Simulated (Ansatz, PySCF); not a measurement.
Reaction: CH4O (methanol, SMILES CO) → CH3O (SMILES O[CH2], doublet) + H (doublet) (the C-H bond breaks)
Each species at its own B3LYP-D3(BJ)/def2-TZVP minimum (Ansatz, a first-principles code).

Total energies in hartree (Ansatz). Open shells are spin-unrestricted; no spin-orbit coupling. Cores are frozen in correlated methods. No relativity. For partners of very few electrons the exact lower level stands in for a higher one.

| species | HF/cc-pVTZ | CCSD(T)/cc-pVTZ | HF/cc-pVQZ | CCSD(T)/cc-pVQZ | CCSD(T)/cc-pVDZ | CCSDT(Q)/cc-pVDZ |
|---|---|---|---|---|---|---|
| 1: CH4O (SMILES CO) | -115.08908 | -115.55073 | -115.09858 | -115.58888 | -115.42014 | -115.42130 |
| 2: CH3O (SMILES [CH2]O, doublet) | -114.46247 | -114.88799 | -114.47189 | -114.92463 | -114.76395 | -114.76519 |
| 3: H (doublet) | -0.49981 | -0.49981 | -0.49995 | -0.49995 | -0.49928 | -0.49928 |

Work out the bond dissociation energy (enthalpy at 298 K, ideal-gas terms from PySCF's Hessians at B3LYP-D3(BJ)/def2-TZVP) in kcal/mol: take Hartree-Fock from cc-pVQZ, extrapolate the CCSD(T) correlation energy as X^-3 (X = 3, 4), and add CCSDT(Q) - CCSD(T) in cc-pVDZ. The further terms named in the bracket sum to -0.01155 hartree. 1 hartree = 627.51 kcal/mol.


Species 1: correlation (64·(-0.49030) - 27·(-0.46165))/37 = -0.51121; step -0.00116; E1 = -115.09858 + (-0.51121) + (-0.00116) = -115.61095
Species 2: correlation (64·(-0.45274) - 27·(-0.42552))/37 = -0.47260; step -0.00124; E2 = -114.47189 + (-0.47260) + (-0.00124) = -114.94573
Species 3: correlation (64·(0.00000) - 27·(0.00000))/37 = 0.00000; step +0.00000; E3 = -0.49995 + (0.00000) + (+0.00000) = -0.49995
-1·E1 +1·E2 +1·E3 -0.01155 = 0.15372 hartree = 96.5 kcal/mol. From measured enthalpies of formation at 298 K: 96.2 kcal/mol (Active Thermochemical Tables 1.112 (ions: stationary electron), as tabulated in the package chemicals). The calculations leave out spin-orbit terms. The composite differs from it by +0.2 kcal/mol; core, relativistic and spin-orbit terms are not in it.
